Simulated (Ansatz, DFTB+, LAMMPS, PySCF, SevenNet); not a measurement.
**How well does each level of theory give the cohesive energy of cubic BN?**

Reference value: 6.76 eV/atom (measured, static lattice: zero-point vibration energy added; as tabulated in Mejia-Rodriguez and Trickey (2018), arXiv:1807.09216).

```tsv
level (code)	value (eV/atom)	cell (Å³/atom)
Tersoff BNC.tersoff (LAMMPS)	7.78	5.33
DFTB cp2k-nonscc (DFTB+)	7.79	6.34
SevenNet-l3i5	6.78	5.92
LDA (Ansatz)	(withheld)	5.74
PBE (PySCF)	(withheld)	5.96
rVV10 (Ansatz)	6.95	6.02
HSE06 (Ansatz)	6.85	5.81
Hartree–Fock (PySCF)	(withheld)	5.81
CCSD(T) (PySCF)	6.94 ± 0.1	5.85
```

Q: Complete the blanks.

A: 
- LDA (Ansatz, a program for electronic structure), value (eV/atom): 8.05
- PBE (PySCF), value (eV/atom): 6.92 ± 0.05
- Hartree–Fock (PySCF), value (eV/atom): 4.82 ± 0.09

Errors against the reference: Tersoff BNC.tersoff +1.02 eV/atom, DFTB cp2k-nonscc +1.03 eV/atom, SevenNet-l3i5 +0.02 eV/atom, LDA +1.29 eV/atom, PBE +0.16 eV/atom, rVV10 +0.19 eV/atom, HSE06 +0.09 eV/atom, Hartree–Fock -1.94 eV/atom, CCSD(T) +0.18 eV/atom.

Leaving aside Tersoff BNC.tersoff (doubt noted below), DFTB cp2k-nonscc (doubt noted below), SevenNet-l3i5 (doubt noted below): Closest of the ranked levels: HSE06 (+0.09 eV/atom). Among them Hartree–Fock (-1.94 eV/atom) misses by most. Within 0.3 eV/atom: PBE, rVV10, HSE06, CCSD(T).

Free atoms are spin-polarised, in the lowest state found; at levels without +SOC their spin–orbit coupling is left out.  A ± on a computed value is a rough bar: the spread of its extrapolation, a floor set from checks against published values, or a statistical error. Tersoff BNC.tersoff: the potential file covers more elements than this solid holds. DFTB cp2k-nonscc: the free atoms are run in the same model without spin. DFTB cp2k-nonscc: this tight-binding set is not self-consistent in the charges. SevenNet-l3i5: free atoms can lie outside what these potentials were trained on. Each level is taken at its own relaxed cell. Cutoffs and k meshes differ between the levels. Ansatz's density-functional and Hartree–Fock values are scalar-relativistic unless marked +SOC, with PAW data made under PBE.

Empirical potentials (Tersoff BNC.tersoff) are fitted to chosen data: where that held the value shown, agreement is built in, and what lay outside the fit can be far off. Machine-learned potentials (SevenNet-l3i5) are trained on DFT data: a solid inside that data is no test of them.

Differences are worked out from the printed values.
